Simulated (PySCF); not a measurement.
# Static response to an electric field

Species: 1,3-dithiole-2-thione, C3H2S3.
Structure used (GFN2-xTB), in Å, numbered top down from 1:
```
atom  x, y, z in Å
S1     3.1379   -0.0740    0.1205
C2     1.5122   -0.0348    0.0562
S3     0.5062   -1.4725    0.0850
C4    -1.0127   -0.6414   -0.0119
C5    -0.9785    0.6915   -0.0727
S6     0.5817    1.4487   -0.0491
H7    -1.9020   -1.2436   -0.0177
H8    -1.8358    1.3355   -0.1348
```

Level: CAM-B3LYP/def2-SVPD (PySCF), static field, nuclei fixed, core orbitals frozen in the response. The polarisability tensor in these axes (au):

```
x   131.80  -0.80   2.86
y    -0.80  95.82  -1.80
z     2.86  -1.80  58.26
```

Problem. Diagonalise the tensor; give its mean and Δα, where Δα² is half the sum of the squared differences of the eigenvalues.

Solution. Principal values 58.06, 95.89 and 131.93 au; mean 95.29 au = 14.12 Å³ = 15.71 × 10⁻⁴⁰ C²·m²/J; Δα = 63.98 au (67 % of the mean).

Problem. What is the dipole moment, and where does it point?

Solution. (-4.55, 0.11, -0.18) D, 4.55 D in size, pointing from the negative to the positive side. Measured along this direction, the outermost atoms are S1 at the negative end and H8 and H7 at the positive end.

Problem. Molar refractivity from α?

Solution. Lorentz–Lorenz: R = (4π/3)N_A α = 2.5225 cm³/(mol·Å³) × 14.12 Å³ = 35.6 cm³/mol, in the limit of long wavelengths.

Problem. Give the eigenvalues of the traceless quadrupole moment Θ = ½Σq(3rr − r²1), origin at the centre of nuclear charge.

Solution. -4.59, 1.97, 2.63 D·Å. The values depend on the origin, since the dipole doesn't vanish. The electronic extent ⟨r²⟩ about the same centre is 919 bohr², a root-mean-square distance of 1.95 Å for the 68 electrons.

Problem. What would n − 1 = 2πNα be for an ideal gas of these molecules at 500 K and 1 atm, electronic part alone?

Solution. N = p/kT = 1.4678 × 10¹⁹ cm⁻³, so n − 1 = 2π × N × 14.12 × 10⁻²⁴ cm³ = 1302 × 10⁻⁶ at long wavelengths, for an ideal gas.

Isolated species at its GFN2-xTB geometry, gas phase.
